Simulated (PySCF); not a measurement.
# MgCl from Hartree–Fock to correlated methods

State: ²Σ⁺ (doublet), unpaired electrons σ ↑. Set-up: PySCF, no relativity, basis sets Mg 6-311G(d,p), Cl 6-311G(d,p). De refers to Mg + Cl in their high-spin ground configurations, without counterpoise correction. The functionals are run spin-unrestricted. A positive dipole means Mg(−)Cl(+).

```json
{"Level": "UHF", "Re (Å)": "2.235", "ωe (cm⁻¹)": "455", "De (eV)": "2.85", "μ (D)": "-3.93"}
{"Level": "UHF-MP2", "Re (Å)": "2.224", "ωe (cm⁻¹)": "465", "De (eV)": "3.23", "μ (D)": "n/a"}
{"Level": "UHF-SCS-MP2", "Re (Å)": "2.227", "ωe (cm⁻¹)": "462", "De (eV)": "3.03", "μ (D)": "n/a"}
{"Level": "UHF-CCSD", "Re (Å)": "2.225", "ωe (cm⁻¹)": "464", "De (eV)": "2.86", "μ (D)": "n/a"}
{"Level": "UHF-CCSD(T)", "Re (Å)": "2.227", "ωe (cm⁻¹)": "462", "De (eV)": "2.91", "μ (D)": "n/a"}
{"Level": "PBE", "Re (Å)": "2.248", "ωe (cm⁻¹)": "430", "De (eV)": "3.31", "μ (D)": "-3.68"}
{"Level": "revPBE", "Re (Å)": "2.259", "ωe (cm⁻¹)": "424", "De (eV)": "3.19", "μ (D)": "-3.69"}
{"Level": "r²SCAN", "Re (Å)": "2.232", "ωe (cm⁻¹)": "447", "De (eV)": "3.57", "μ (D)": "-3.77"}
{"Level": "PBE0", "Re (Å)": "2.231", "ωe (cm⁻¹)": "446", "De (eV)": "3.31", "μ (D)": "-3.77"}
{"Level": "r²SCAN0", "Re (Å)": "2.225", "ωe (cm⁻¹)": "454", "De (eV)": "3.48", "μ (D)": "-3.85"}
{"Level": "HSE06", "Re (Å)": "2.233", "ωe (cm⁻¹)": "444", "De (eV)": "3.30", "μ (D)": "-3.79"}
{"Level": "MN15", "Re (Å)": "2.234", "ωe (cm⁻¹)": "441", "De (eV)": "3.21", "μ (D)": "-4.28"}
```

The bond length runs from 2.224 Å (UHF-MP2) to 2.259 Å (revPBE). De spans 2.85 eV (UHF, mean field) to 3.57 eV (r²SCAN, meta-GGA). Correlation at CCSD(T) changes the Hartree–Fock bond energy by +0.06 eV; the triples alone change it by +0.05 eV.

Correlated steps freeze 6 core orbitals. The state was picked by a PBE0 search and need not be the measured ground state.
